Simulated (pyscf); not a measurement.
## Rearrangement: H₂C=CH–AlH–OH → cyclic C₂H₅AlO (SMILES [OH][Al]1[CH2][CH2]1)

Gas phase, singlet surface, charge 0. Bonds broken: Al1–H6. Bonds formed: Al1–C5, C4–H6. Optimised with ωB97X-D3(BJ)/def2-SVP in PySCF. MP2 and CC: frozen core, UHF for open shells. ΔMP2 is the change of the MP2 total energy from the triple- to the quadruple-zeta basis.

Transition state (Å):

```xyz
9

Al    -0.8024    -0.0345     0.0051
O     -0.5032    -0.8803     1.4403
H     -1.0928    -1.4771     1.9041
C     -1.2142     1.3601    -1.2065
C     -2.1326     0.2418    -1.4564
H      0.3298     0.5567    -1.0430
H     -0.7353     1.9770    -1.9772
H     -2.2688    -0.2203    -2.4464
H     -3.0814     0.3972    -0.9132
```

One imaginary mode, 1029i cm⁻¹; descent along it reached the two sides named, in the forms told below.

```json
[
 {"bond": "Al1–H6", "change": "breaks", "reactant side (Å)": "1.578", "saddle": "1.652", "product side": "2.7"},
 {"bond": "Al1–C5", "change": "forms", "reactant side (Å)": "2.9", "saddle": "1.995", "product side": "1.899"},
 {"bond": "C4–H6", "change": "forms", "reactant side (Å)": "3.1", "saddle": "1.748", "product side": "1.100"}
]
```

Electronic energies relative to the reactant's lowest minimum found (kcal/mol):

```json
[
 {"level": "ωB97X-D3(BJ)/def2-TZVP", "barrier": "69.2", "reaction energy": "+22.5", "reverse barrier": "46.7"},
 {"level": "PBE/def2-TZVP", "barrier": "63.3", "reaction energy": "+19.5", "reverse barrier": "43.7"},
 {"level": "r²SCAN/def2-TZVP", "barrier": "64.6", "reaction energy": "+20.8", "reverse barrier": "43.8"},
 {"level": "B3LYP-D3(BJ)/def2-TZVP", "barrier": "70.1", "reaction energy": "+25.3", "reverse barrier": "44.8"},
 {"level": "PBE0-D3(BJ)/def2-TZVP", "barrier": "65.6", "reaction energy": "+19.8", "reverse barrier": "45.8"},
 {"level": "M06-2X/def2-TZVP", "barrier": "68.1", "reaction energy": "+21.2", "reverse barrier": "46.9"},
 {"level": "ωB97M-D3(BJ)/def2-TZVP", "barrier": "69.2", "reaction energy": "+23.2", "reverse barrier": "46.1"},
 {"level": "HF/def2-TZVP", "barrier": "78.2", "reaction energy": "+32.0", "reverse barrier": "46.1"},
 {"level": "MP2/def2-QZVPP", "barrier": "72.3", "reaction energy": "+21.3", "reverse barrier": "50.9"},
 {"level": "CCSD/def2-TZVPP", "barrier": "72.1", "reaction energy": "+24.1", "reverse barrier": "48.0"},
 {"level": "CCSD(T)/def2-TZVPP", "barrier": "71.0", "reaction energy": "+23.7", "reverse barrier": "47.3"},
 {"level": "CCSD(T)/def2-TZVPP + ΔMP2(QZVPP)", "barrier": "70.7", "reaction energy": "+23.6", "reverse barrier": "47.1"}
]
```

With CCSD(T)/def2-TZVPP + ΔMP2(QZVPP) energies and thermal terms (ideal gas, 1 atm, RRHO with modes under 100 cm⁻¹ raised to 100, one conformer, R ln 2 for chiral ones without a mode under 150 cm⁻¹), in kcal/mol:

| T (K) | ΔH‡ | ΔG‡ | ΔH | ΔG |
|---|---|---|---|---|
| 298 | 68.8 | 69.4 | +24.9 | +25.4 |
| 600 | 68.4 | 70.2 | +24.8 | +26.0 |
| 900 | 68.0 | 71.2 | +24.7 | +26.7 |
| 1200 | 67.6 | 72.3 | +24.6 | +27.4 |

On the reactant side the descent ends in a point that may be a rotor saddle (no frequency run), 1.1 kcal/mol over the lowest minimum found and 68.1 kcal/mol under the saddle at ωB97X-D3(BJ)/def2-TZVP. This saddle turned up in a search for another step; its sides and bond changes are read from the two ends of the descent. This is the saddle that the search found; another between the same sides may lie lower. The CCSD(T) − MP2 part came from Ansatz, without density fitting, on the same reference.
